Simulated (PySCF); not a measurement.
# P4: the cost of one run

Computed with PySCF 2.14.0, with density-fitted response routines of our own, on a single molecule in the gas phase. Atoms count from 0, in the outputs and in this text.

### Step 1. Starting geometry

4 atoms, charge 0, multiplicity 1; geometry from: GFN2-xTB. The atoms were then displaced at random by about 0.01 Å, so the start is not that level's minimum.

Bonds of the start (Å): P0–P1 2.22, P1–P2 2.19, P2–P3 2.21, P2–P0 2.21, P3–P0 2.17, P3–P1 2.19.

### Step 2. Relaxing the molecule at PBE0-D3(BJ)/def2-SVP

Job settings and geometry (Å):

```
{"job": {"xc": "PBE0", "basis": "def2-SVP", "d3": "d3bj", "grid": 1, "shake": 0.01, "kind": "geom"}, "charge": 0, "multiplicity": 1}
P      1.243540    -0.199250    -0.520420
P     -0.472030     1.197510    -0.365250
P     -0.837140    -0.954260    -0.472170
P      0.103630    -0.069370     1.324830
```

Command:

```
$ OMP_NUM_THREADS=1 python probes_run.py task.json out
```

The driver reads the jobs from task.json and runs them one after another.

**Question.** How long does this first job take on 1 thread of Arm Neoverse V1, shared host, and how much memory does it need?

About 7 s, with a peak of 0.33 GiB.
